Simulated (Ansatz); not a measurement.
Reaction (SMILES): O (H2O) → [OH-] + H+
B3LYP-D3(BJ)/def2-TZVP geometries, fixed; electronic energies without zero-point terms.
Largest species:
```
O
H 1 0.9627
H 1 0.9627 2 105.24
```
Charge 0, spin multiplicity 1.

Effect of a fitting basis named in the input at wB97M-V/aug-cc-pVTZ with Ansatz (a program for electronic structure), against the last row, where the deprotonation energy is 394.47 kcal/mol. The default fits or decomposes integrals by the program's own choice; accuracy: high also tightens integrals, grids and stops.

```json
[
 {"setting": "fitting: def2-SV(P)-JKFIT", "largest shift of a total energy (mEh)": "-0.036", "shift of the deprotonation energy (kcal/mol)": "0.010"},
 {"setting": "fitting: def2-universal-JKFIT", "largest shift of a total energy (mEh)": "-0.036", "shift of the deprotonation energy (kcal/mol)": "0.010"},
 {"setting": "fitting: cc-pVTZ-JKFIT", "largest shift of a total energy (mEh)": "-0.677", "shift of the deprotonation energy (kcal/mol)": "-0.416"},
 {"setting": "fitting: cc-pVQZ-JKFIT", "largest shift of a total energy (mEh)": "-0.598", "shift of the deprotonation energy (kcal/mol)": "-0.369"},
 {"setting": "fitting: cc-pV5Z-JKFIT", "largest shift of a total energy (mEh)": "-0.423", "shift of the deprotonation energy (kcal/mol)": "-0.261"},
 {"setting": "accuracy: high", "largest shift of a total energy (mEh)": "0.000", "shift of the deprotonation energy (kcal/mol)": "0.000"},
 {"setting": "accuracy: medium (default)", "largest shift of a total energy (mEh)": "0.000", "shift of the deprotonation energy (kcal/mol)": "0.000"}
]
```

Within 0.05 kcal/mol in the deprotonation energy: fitting: def2-SV(P)-JKFIT; fitting: def2-universal-JKFIT; accuracy: high. The largest shift is 0.677 mEh in a total energy and 0.416 kcal/mol in the difference.
